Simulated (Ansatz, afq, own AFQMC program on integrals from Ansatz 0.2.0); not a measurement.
AFQMC, coupled cluster and functionals along a coordinate of HCl + CH2, triplet

```yaml
atoms:
  - { symbol: Cl, position_ang: [-0.7811, 0.0000, 0.0000] }
  - { symbol: H, position_ang: [0.4977, 0.0000, 0.0000] }
  - { symbol: C, position_ang: [1.8789, 0.0000, 0.0000] }
  - { symbol: H, position_ang: [2.2934, 0.0000, 0.9962] }
  - { symbol: H, position_ang: [2.2934, 0.0000, -0.9962] }
```

A hydrogen atom is moved from one rigid fragment to the other; the Cl1–H2 distance tells how far. The two fragments are held close together, so this isn't a minimum-energy path and the start is a compressed complex. Energies in eV count from this geometry (1.279 Å) at the same level; the start stands on UHF, each point on the determinant named.

Basis cc-pVTZ. Only valence electrons are correlated. Integrals, coupled cluster, full CI and functionals: Ansatz 0.2.0; the random walks run on the same integrals in our own AFQMC program. ph-AFQMC/CISD is guided by a CISD state made of CCSD amplitudes; releasing the constraint for a short imaginary time cuts its bias at the price of noise, slowly where states lie close. ± is one standard error of the sampling.

Cautions, each for one point or more: lower spins were not checked.

| r(Cl1–H2) / Å | det. | T1 | weight | ⟨S²⟩ | PBE | PBE0 | CCSD(T) |
| --- | --- | --- | --- | --- | --- | --- | --- |
| 1.362 | UHF | 0.013 | 0.87 | 2.04 | -0.202 | -0.170 | -0.128 |
| 1.404 | UHF | 0.013 | 0.87 | 2.04 | -0.269 | -0.227 | -0.174 |
| 1.445 | UHF | 0.013 | 0.87 | 2.05 | -0.316 | -0.270 | -0.211 |
| 1.487 | UHF | 0.013 | 0.87 | 2.04 | -0.343 | -0.297 | -0.241 |
| 1.570 | UHF | 0.013 | 0.87 | 2.04 | -0.307 | -0.275 | -0.246 |

Estimate the curve of phaseless AFQMC with a CISD trial, counted from the same start.


```
r(Cl1–H2) / Å  det.     T1  weight  ⟨S²⟩   ph-AFQMC/CISD
        1.362   UHF  0.013    0.87  2.04  -0.135 ± 0.009
        1.404   UHF  0.013    0.87  2.04  -0.180 ± 0.008
        1.445   UHF  0.013    0.87  2.05  -0.205 ± 0.008
        1.487   UHF  0.013    0.87  2.04  -0.244 ± 0.008
        1.570   UHF  0.013    0.87  2.04  -0.237 ± 0.008
```

Weight is that of the determinant in the CISD state; at the start T1 is 0.013 and the weight 0.87, and ⟨S²⟩ is 2.03. Largest departures from phaseless AFQMC with a CISD trial: CCSD(T) -0.009 eV at 1.570 (on UHF) (within the noise), PBE -0.111 eV at 1.445, PBE0 -0.064 eV at 1.445. The walk's constraint bias lies outside its error bars, so these are departures and not errors. Functionals count only at points shown to share the start's state and spin.

A walk keeps the symmetry of its determinant, which the program's search chose and which needn't be the lowest solution, so a lower state of the same spin and another symmetry isn't excluded.
